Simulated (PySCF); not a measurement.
1,4-dioxane, C₄H₈O₂.
Numbering: `[CH2:1]1[CH2:2][O:3][CH2:4][CH2:5][O:6]1` (hydrogens: H7, H8 on C1; H9, H10 on C2; H11, H12 on C4; H13, H14 on C5)

The same species was optimised twice, with GFN2-xTB and with PBE0-D3(BJ)/def2-SVP (PySCF), and the same property calculations (PySCF, gas phase) were run on both structures.

| coordinate | GFN2-xTB | PBE0-D3(BJ)/def2-SVP | change |
| --- | --- | --- | --- |
| C1–C2 (Å) | 1.531 | 1.517 | -0.014 |
| C4–C5 (Å) | 1.531 | 1.517 | -0.014 |
| O3–C4 (Å) | 1.412 | 1.405 | -0.007 |
| C1–O6 (Å) | 1.412 | 1.405 | -0.007 |
| C5–O6 (Å) | 1.412 | 1.406 | -0.006 |
| C2–O3 (Å) | 1.412 | 1.406 | -0.006 |
| C1–O6–C5 (°) | 110.5 | 110.9 | +0.4 |
| C2–O3–C4 (°) | 110.5 | 110.9 | +0.4 |
| O3–C4–C5 (°) | 110.6 | 110.7 | +0.1 |
| C4–C5–O6 (°) | 110.6 | 110.6 | 0.0 |
| C2–C1–O6 (°) | 110.6 | 110.7 | +0.1 |
| C1–C2–O3 (°) | 110.6 | 110.6 | 0.0 |

Rotational constants: A = 5150, B = 4676, C = 2756 MHz (GFN2-xTB) against A = 5149, B = 4747, C = 2777 MHz (PBE0-D3(BJ)/def2-SVP). Point groups within 0.08 Å: C2h and C2h.

On the GFN2-xTB structure: HOMO (eV) -6.86 [PBE0/pcSseg-1]; LUMO (eV) 1.73 [PBE0/pcSseg-1]; GIAO shielding of C1/C2/C4/C5 (mean) (ppm) 115.8 [PBE0/pcSseg-1]; GIAO shielding of O3/O6 (mean) (ppm) 295.5 [PBE0/pcSseg-1].

Task: What do these properties become on the PBE0-D3(BJ)/def2-SVP structure?

Result: 
| property | level | on GFN2-xTB | on PBE0-D3(BJ)/def2-SVP | change |
| --- | --- | --- | --- | --- |
| HOMO (eV) | PBE0/pcSseg-1 | -6.86 | -6.89 | -0.03 |
| LUMO (eV) | PBE0/pcSseg-1 | 1.73 | 1.70 | -0.03 |
| energy, GFN2-xTB geometry as zero (kcal/mol) | PBE0/pcSseg-1 | 0.0 | -0.1 | -0.1 |
| GIAO shielding of C1/C2/C4/C5 (mean) (ppm) | PBE0/pcSseg-1 | 115.8 | 115.8 | 0.0 |
| GIAO shielding of O3/O6 (mean) (ppm) | PBE0/pcSseg-1 | 295.5 | 295.8 | +0.3 |

The heavy atoms differ by 0.009 Å rms after alignment. Among bonds between heavy atoms C1–C2 and C4–C5 change most and about equally (-0.014 Å). Changes are differences of the printed values. Neither structure is proved a minimum here.
